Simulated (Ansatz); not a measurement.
H₂S₃. Charge 0, multiplicity 1. Geometry r2SCAN-D4/def2-TZVP, basis def2-TZVP, Ansatz.

| run | HOMO (eV) | LUMO (eV) |
| --- | --- | --- |
| A | -7.00 | -1.78 |
| B | -7.11 | -1.73 |
| C | -6.54 | -2.13 |
| D | -7.51 | -1.35 |
| E | -6.62 | -2.02 |
| F | -10.33 | 2.39 |

HSE06 is defined as in plane-wave codes, on full-range PBE exchange.

Question: The runs used B97M-V, HF, HSE06, PBE0, r2SCAN, r2SCANh. Estimate which is which.

Answer: A r2SCANh (10 % exact exchange); B HSE06 (range-separated); C r2SCAN (0 % exact exchange); D PBE0 (25 % exact exchange); E B97M-V (0 % exact exchange); F HF (100 % exact exchange). Exact exchange lowers occupied and raises empty levels; among semilocal functionals meta-GGAs tend to open the gap a little, and such runs are hard to tell apart. The gap grows from 4.41 eV (r2SCAN) to 12.72 eV (HF).
